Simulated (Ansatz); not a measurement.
System: C2H6NO, charge 1, singlet. C2H6NO+ (SMILES CC(N)=[OH+]).
B3LYP-D3(BJ)/def2-TZVP minimum from Ansatz (a first-principles code):
```
C
O 1 1.2972
H 2 0.9723 1 116.18
N 1 1.3046 2 122.40 3 0.00
H 4 1.0110 1 120.10 2 -180.00
H 4 1.0127 5 116.68 1 -180.00
C 1 1.4783 2 115.43 3 180.00
H 7 1.0865 1 112.19 2 180.00
H 7 1.0923 8 109.99 1 -121.09
H 7 1.0923 8 109.99 9 -117.81
```
Charge +1, spin multiplicity 1.

Total energies in cc-pVDZ, 24 correlated electrons, 4 frozen orbitals. Radicals and triplets start from unrestricted determinants; spin-orbit coupling is neglected. Correlated methods leave the cores frozen. No relativity.

| method | program | energy (Eh) | minus CCSDT(Q) (mEh) |
|---|---|---|---|
| HF | Ansatz | -208.34714 | 673.41 |
| MP2 | Ansatz | -208.96235 | 58.19 |
| CCSD | Ansatz | -208.99929 | 21.25 |
| CCSD(T) | Ansatz | -209.01828 | 2.27 |
| CCSDT(Q) | Ansatz | -209.02055 | 0.00 |

Rough core times of Ansatz's runs on a shared machine: CCSD(T) under 20 s, CCSDT(Q) 20 min.
